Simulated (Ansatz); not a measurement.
H2B–NH, doublet: vertical spin and charge gaps

Geometry (PBE0/def2-TZVP stationary point for this spin, not checked as a minimum):

```yaml
atoms:
  - { symbol: B, position_ang: [0.0000, 0.0246, 0.7072] }
  - { symbol: N, position_ang: [0.0000, -0.0432, -0.6198] }
  - { symbol: H, position_ang: [0.0000, 1.1152, 1.2324] }
  - { symbol: H, position_ang: [0.0000, -0.9691, 1.3860] }
  - { symbol: H, position_ang: [0.0000, 0.1907, -1.5912] }
```

Basis cc-pVDZ; Ansatz 0.2.0. Only valence electrons are correlated (noble-gas cores frozen). Prefix R: restricted or restricted open-shell reference; prefix U: unrestricted.

Gaps are energies of the second state less the first, at fixed atoms, for a selection of the levels run; each method lands on the state that its own search finds for that charge and spin.

PBE gives 5.729 eV for quartet less doublet. Estimate what UCCSDT(Q) gives in cc-pVDZ.

UCCSDT(Q) in cc-pVDZ gives 6.004 eV, so against it PBE is off by -0.275 eV, of which a good part can be the reference's own basis and frozen-core error.

| level | gap (eV) | error (meV) |
| --- | --- | --- |
| RHF | 5.511 | -493 |
| UMP2 | 6.083 | 79 |
| UCCSD | 5.954 | -50 |
| RCCSD(T) | 5.997 | -7 |
| BCCD(T) | 5.997 | -7 |
| RCCSDT(Q) | 6.004 | 0 |
| r2SCAN | 5.597 | -407 |
| wB97X-V | 6.060 | 56 |
| wB97M-V | 5.989 | -15 |

Removing an electron, to the triplet: 10.910 eV at UCCSDT(Q).

```csv
level,gap (eV),error (meV)
RHF,9.733,-1177
RMP2,10.940,30
UMP2,10.927,17
UCCSD,10.828,-82
RCCSD(T),10.899,-11
UCCSD(T),10.898,-12
BCCD(T),10.900,-10
UCCSDT,10.903,-7
PBE0,11.008,98
RPA-PBE,11.037,127
```

In so small a basis the reference is far from its limit while semilocal and hybrid functionals are nearer theirs (RPA and double hybrids share much of the reference's basis error), so the functionals' errors here hold much of the reference's basis and frozen-core error, which can add to them or hide them.

Full CI isn't at hand for all of this; UCCSDT(Q) serves as the reference, and is uncertain by about the last step of the cluster series. The frozen core follows each run's orbitals, which can shift R against U totals by a few meV.
